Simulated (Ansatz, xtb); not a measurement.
# Two isomers of CHOP

Structure X is `O=C=P`, a singlet and structure Y is `OC#P`, a singlet. Both are isolated molecules in the gas phase, relaxed with PBE0-D3(BJ)/def2-SVP.

X (Å):

```xyz
4

C    -1.1078   -0.7784    2.5043
O    -0.4752   -1.5481    3.0849
P    -2.1298    0.2610    1.6632
H    -1.0296    1.1751    1.6046
```

Y (Å):

```tsv
atom	x (Å)	y (Å)	z (Å)
C	-0.9487	-0.2961	1.8796
O	-1.8735	-0.7419	2.6646
P	0.1585	0.1784	0.8975
H	-2.0754	-0.1000	3.3617
```

Quicker runs give these differences E(Y) − E(X): GFN2-xTB +0.497 eV; HF/STO-3G +0.911 eV (at GFN2-xTB geometries); r2SCAN-D4/def2-SVP +0.909 eV (at GFN2-xTB geometries).

Task: Estimate E(Y) − E(X) at the level CCSD(T)/def2-TZVPP.

Result: Calculated at CCSD(T)/def2-TZVPP: E(Y) − E(X) = +0.806 eV, so structure X lies lower.

Level by level:

```
               level              geometry  E(Y) − E(X) (eV)  departure from the last row (eV)  job, with rough time for the two
            GFN2-xTB              GFN2-xTB              +0.497                            −0.308              optimisation, 0.21 s
           HF/STO-3G              GFN2-xTB              +0.911                            +0.105               single point, 0.4 s
  r2SCAN-D4/def2-SVP              GFN2-xTB              +0.909                            +0.103               single point, 2.8 s
PBE0-D3(BJ)/def2-SVP  PBE0-D3(BJ)/def2-SVP              +0.905                            +0.099                optimisation, 21 s
       HF/def2-TZVPP  PBE0-D3(BJ)/def2-SVP              +1.005                            +0.200           part of the CCSD(T) run
      MP2/def2-TZVPP  PBE0-D3(BJ)/def2-SVP              +0.720                            −0.086           part of the CCSD(T) run
  CCSD(T)/def2-TZVPP  PBE0-D3(BJ)/def2-SVP              +0.806                                                  single point, 16 s
```

As drawn, Y has 1 C–O, 1 C≡P, 1 O–H in place of 1 C=O, 1 C=P, 1 P–H.

The levels shown agree on the order. The largest departure from CCSD(T)/def2-TZVPP is that of GFN2-xTB, 0.308 eV.

With harmonic frequencies from PBE0-D3(BJ)/def2-SVP (ideal gas, rigid rotor, one conformer each, 298.15 K, 1 atm): the zero-point term adds +0.088 eV; ΔH is +0.893 and ΔG +0.906 eV.

The correlated steps freeze 7 core orbitals. Programs: Ansatz 0.2.0, xtb 6.7.1; the last row on 1 thread of Intel(R) Xeon(R) Platinum 8259CL CPU @ 2.50GHz (Skylake/Cascade Lake) on a shared host.
